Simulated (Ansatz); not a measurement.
# BH5N2: the cost of one run

Method: RHF/def2-mTZVP, in Ansatz 0.2.0.

**1. Starting point**

Bond lengths: B1–H2 1.190 Å, B1–N3 1.550 Å, N3–H4 1.060 Å, N3–H5 1.060 Å, B1–N6 1.550 Å, N6–H7 1.060 Å, N6–H8 1.060 Å. Angles: H2–B1–N3 120.0°, H2–B1–N6 120.0°, N3–B1–N6 120.0°, B1–N3–H4 120.0°, B1–N3–H5 120.0°, H4–N3–H5 120.0°, B1–N6–H7 120.0°, B1–N6–H8 120.0°, H7–N6–H8 120.0°.

Coordinates:

```xyz
8

B     0.0000    0.0000    0.0000
H     0.0000    0.0000    1.1900
N     1.3423    0.0000   -0.7750
H     1.8089   -0.9179   -1.0268
H     1.7937    0.9179   -1.0532
N    -1.3423    0.0000   -0.7750
H    -2.0112   -0.8164   -0.6764
H    -1.5914    0.8164   -1.4036
```

**2. Relaxing the start**

The input, input.yaml:

```yaml
crystal:
  periodic: [false, false, false]
  atoms:
    - { symbol: B, position_ang: [0.0, 0.0, 0.0] }
    - { symbol: H, position_ang: [0.0, 0.0, 1.19] }
    - { symbol: "N", position_ang: [1.3423, 0.0, -0.775] }
    - { symbol: H, position_ang: [1.8089, -0.9179, -1.0268] }
    - { symbol: H, position_ang: [1.7937, 0.9179, -1.0532] }
    - { symbol: "N", position_ang: [-1.3423, 0.0, -0.775] }
    - { symbol: H, position_ang: [-2.0112, -0.8164, -0.6764] }
    - { symbol: H, position_ang: [-1.5914, 0.8164, -1.4036] }
basis:
  gaussian: { orbitals: def2-mTZVP }
hamiltonian:
  xc: hf
relax:
  f_tol: 0.02
  max_steps: 40
```

Command:

```bash
$ ansatz run input.yaml --threads 1 --pin off --max-ram 2048MiB --backend cpu --events-out ev --progress --plain --runs-dir out
```

Q: Estimate wall time and peak memory on 1 thread of Intel Xeon 6975P-C (Granite Rapids), shared host.

About 5.6 s, with a peak of 0.12 GiB.
